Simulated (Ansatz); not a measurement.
Counterpoise correction, worked out

The pair of H2O (SMILES O, atoms 1–3) and H2S (SMILES S, atoms 4–6), both closed shells, in one local arrangement (a lower one may exist), relaxed at PBE0-D4/def2-TZVP:

O1  (0.020, 0.366, -1.341)
H2  (-0.795, 0.226, -1.828)
H3  (0.713, -0.028, -1.875)
S4  (0.105, 0.236, 2.125)
H5  (0.072, 0.288, 0.778)
H6  (-0.114, -1.087, 2.142)
(Å)

Computed with Ansatz 0.2.0 (basis: def2-TZVPPD); correlated methods freeze the cores.

CCSD(T) total energies in eV:

| system | geometry | basis functions | energy |
| --- | --- | --- | --- |
| pair | pair | all | -12932.97392 |
| H2O | as in the pair | all (partner as ghosts) | -2077.34413 |
| H2S | as in the pair | all (partner as ghosts) | -10855.53609 |
| H2O | as in the pair | its own | -2077.33448 |
| H2S | as in the pair | its own | -10855.52848 |
| H2O | free (PBE0-D4 minimum) | its own | -2077.33568 |
| H2S | free (PBE0-D4 minimum) | its own | -10855.52982 |

**Question.** Work out the interaction energy with and without the counterpoise correction, the superposition error, and the binding energy from the relaxed fragments.

**Answer.** Without correction: -12932.97392 − (-2077.33448) − (-10855.52848) = -0.11096 eV.
With correction (each fragment in the whole basis): -12932.97392 − (-2077.34413) − (-10855.53609) = -0.09370 eV = -2.16 kcal/mol.
The superposition error is the difference, 0.01726 eV, 16 % of the uncorrected value: each fragment borrows its partner's functions.
Deformation from the free shapes: 0.00120 eV for H2O and 0.00134 eV for H2S.
Binding energy from relaxed fragments: -0.09370 + 0.00120 + 0.00134 = -0.09116 eV = -2.10 kcal/mol (electronic, without zero-point energy; negative means bound). For comparison, the corrected interaction energy by CCSD(T) at an estimated basis limit (MP2 extrapolated from triple and quadruple zeta, plus CCSD(T) − MP2 in triple zeta) is -0.108 eV; triple zeta with the correction binds less.

No T1 diagnostic of these runs exceeds 0.011.

For scale, one of the runs: CCSD(T)/def2-TZVPPD, 159 basis functions, launched by `ansatz run in.yaml --threads 2 --pin off --events-out ev --progress --plain --max-ram 5222MiB`. The run took 21 s on 2 CPU threads of an Arm Neoverse N1 (shared host), with 1.1 GiB of host memory at its peak.
